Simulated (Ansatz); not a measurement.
Potential energy curve for Li₂, singlet.

Methods: UMP2 = MP2 on UHF/aug-cc-pVTZ, frozen core run with Ansatz (a first-principles code); UKS-CAM-B3LYP = Ansatz with unrestricted CAM-B3LYP/aug-cc-pVTZ; RHF/aug-cc-pVTZ (Ansatz); FCI = full CI/aug-cc-pVTZ, frozen core run with Ansatz.

Energies relative to the lowest point of each curve near equilibrium, in mEh:

| R / Å | UMP2 | UKS-CAM-B3LYP | RHF |
|---|---|---|---|
| 2.18 | 15.0 | 10.6 | 14.8 |
| 2.34 | 7.6 | 4.3 | 7.1 |
| 2.45 | 4.2 | 1.8 | 3.7 |
| 2.69 | 0.3 | 0.0 | 0.2 |
| 2.74 | 0.0 | 0.1 | 0.0 |
| 2.93 | 1.1 | 1.7 | 0.5 |
| 2.98 | 1.8 | 2.3 | 0.9 |
| 3.43 | 8.6 | 10.6 | 7.5 |
| 3.69 | 12.1 | 16.1 | 12.8 |
| 4.92 | 20.4 | 29.8 | 39.1 |
| 6.00 | 22.1 | 32.7 | 57.1 |
| 7.46 | 22.5 | 33.6 | 73.1 |

Estimate the FCI values at these points.

2.18: 11.1; 2.34: 4.7; 2.45: 2.1; 2.69: 0.0; 2.74: 0.0; 2.93: 1.3; 2.98: 1.8; 3.43: 9.1; 3.69: 14.0; 4.92: 31.4; 6.00: 36.3; 7.46: 37.7 (mEh).

The unrestricted determinant behind UMP2 is spin-contaminated at 2.08 to 8.30 Å (<S²> up to 1.0, against 0.00 for a pure singlet). The unrestricted determinant behind UKS-CAM-B3LYP is spin-contaminated at 3.69 to 8.30 Å (<S²> up to 1.0, against 0.00 for a pure singlet). The restricted form behind RHF keeps the bonding electrons paired and can't separate into open-shell fragments.
